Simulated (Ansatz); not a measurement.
```yaml
crystal:
  periodic: [false, false, false]
  atoms:
    - {symbol: Al, position_ang: [0.000000, 0.000000, -1.980842]}
    - {symbol: S, position_ang: [0.000000, 0.000000, 0.130084]}
    - {symbol: F, position_ang: [0.000000, 0.000000, 1.850759]}
basis:
  gaussian: {orbitals: def2-TZVP}
hamiltonian: {xc: pbe0}
relax: {f_tol: 0.004, max_steps: 80}
```

```sh
$ ansatz run in.yaml --threads 1 --pin off --events-out ev --progress --plain --max-ram 2176MiB
```

Steps of the relaxation (energy above the last step; positions in Å, forces in eV/Å):

```
3
step 1, 85.8 meV
Al    0.000    0.000   -1.981    0.000    0.000   -0.440
S     0.000    0.000    0.130    0.000    0.000    2.040
F     0.000    0.000    1.851    0.000    0.000   -1.600
```

```
3
step 2, 40.0 meV
Al    0.000    0.000   -1.986    0.000    0.000   -0.171
S     0.000    0.000    0.147    0.000    0.000    1.372
F     0.000    0.000    1.840    0.000    0.000   -1.201
```

```
3
step 3, 4.8 meV
Al    0.000    0.000   -1.969    0.000    0.000   -0.068
S     0.000    0.000    0.178    0.000    0.000   -0.425
F     0.000    0.000    1.792    0.000    0.000    0.493
```

```
3
step 4, 0.0 meV
Al    0.000    0.000   -1.979    0.000    0.000   -0.004
S     0.000    0.000    0.173    0.000    0.000    0.005
F     0.000    0.000    1.806    0.000    0.000   -0.001
```

```
3
step 5, 0.0 meV
Al    0.000    0.000   -1.979    0.000    0.000    0.000
S     0.000    0.000    0.173    0.000    0.000   -0.001
F     0.000    0.000    1.806    0.000    0.000    0.001
```

Close pairs at the end: S2–F3 1.633 Å, Al1–S2 2.152 Å.

A stationary point of restricted PBE0 after 5 steps (its stability towards spin polarisation wasn't tested); no frequencies were run, so it isn't proven a minimum. 15 s on 1 thread of Arm Neoverse V1, shared host.
